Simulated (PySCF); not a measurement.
Reaction (SMILES): O (H2O) → [OH-] + H+
B3LYP-D3(BJ)/def2-TZVP geometries, fixed; electronic energies without zero-point terms.
Largest species:
```xyz
3

O      0.0070     0.0013     0.1167
H     -0.0500     0.7593    -0.4742
H     -0.0062    -0.7700    -0.4592
```
Charge 0, spin multiplicity 1.

Basis-set convergence of the deprotonation energy at PBE with PySCF. All functions are spherical. Density fitting with generated auxiliary sets. No added dispersion term, no relativity. Functions are those of the species that has most. Reference: the value in aug-pcseg-3, 392.00 kcal/mol, itself unsure by roughly 0.59 kcal/mol (its mean distance from aug-cc-pVQZ, def2-QZVPPD). Deviations are taken from unrounded values.

```
basis        functions  deprotonation energy (kcal/mol)  minus reference (kcal/mol)
-----------  ---------  -------------------------------  --------------------------
6-31G**             24                           437.40                       45.40
pcseg-1             24                           424.59                       32.59
6-311G**            30                           429.67                       37.67
cc-pVTZ             58                           420.15                       28.15
def2-TZVPD          58                           391.75                       -0.25
pcseg-2             58                           403.99                       11.99
aug-pcseg-2         92                           392.06                        0.06
aug-cc-pVQZ        172                           392.81                        0.82
cc-pV5Z            201                           401.11                        9.12
```

The smallest set listed that lies within 2 kcal/mol of the reference with all its larger relatives (same family, alike in diffuse functions; a set with none counts only in the reference's own line) is def2-TZVPD (58 functions, -0.25 kcal/mol off). Inside, with no larger relative to test it: aug-cc-pVQZ. (Relatives not listed, tested too: def2-TZVPPD 0.48, def2-QZVPPD 0.37, aug-pcseg-3 0.00 kcal/mol.)
